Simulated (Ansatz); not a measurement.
FH₃OSi, SMILES `O[SiH2]F`. Charge 0, multiplicity 1.

```xyz
6

O    -0.956    0.461   -0.702
Si    0.166   -0.082    0.348
F     1.557    0.673    0.138
H    -0.880    0.227   -1.628
H    -0.335    0.243    1.696
H     0.449   -1.522    0.148
```

Q: Give the diagnostics of a CCSD(T)/def2-TZVPP run (frozen core, Ansatz 0.2.0). (An estimate is asked.)

A: Computed: T1 = 0.0114, largest single amplitude 0.016, largest double 0.020, (T) share of the correlation energy 2.9 %, 9 CCSD cycles. The RHF solution is stable towards an unrestricted one. T1 lies under the customary mark of 0.02 for closed shells.
